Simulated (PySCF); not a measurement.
# Structure elucidation problem

An unknown has the formula C$_{2}$H$_{2}$F$_{2}$. Its calculated NMR data are:

$^{1}$H NMR (300 MHz, computed): δ 6.20 (m, 2H).

$^{13}$C{$^{1}$H} NMR (computed): δ 143.8 (m).

[PySCF 2.14.0 with density-fitted response routines: couplings computed with B3LYP/pcJ-1; σ from GIAO-PBE0/pcSseg-1; coordinates at the PBE0-D3(BJ)/def2-SVP level; no solvent model; single conformer; no relativistic terms; one averaged value for each set of equivalent atoms]

δ = σ(ref) − σ, references computed at the same level: $^{1}$H (σ = 31.27 ppm), $^{13}$C (σ = 184.41 ppm) against TMS.

Q: Propose a structure and justify it.

A: 
Rings plus π bonds: 1 (no ring in the answer). 1 carbon signal for 2 carbons: some carbons are equivalent by symmetry or fast rotation. Carbon types of the structure: 2 × CH, which accounts for all hydrogens. δC 143.8: alkene CH; the olefinic region. δH 6.20: hydrogen on an alkene CH; olefinic region.

These data were computed for `F/C=C\F`.

Common functionals overestimate the size of one-bond C–F couplings by tens of Hz; these are unscaled. Splittings below 1 Hz are ignored in the labels, and close J values are merged. Couplings among chemically equivalent protons are left out too, so labels in AA′BB′ or AA′XX′ sets are apparent multiplicities. Shifts are as computed. Against solution values, carbons near 30 ppm lie about +2 ppm off and those near 130 ppm about +4 ppm. Of 246 compounds with measured shifts, 49 miss one by over three times the rms of a fit or turn the order of signals round; such compounds aren't used in these exercises.
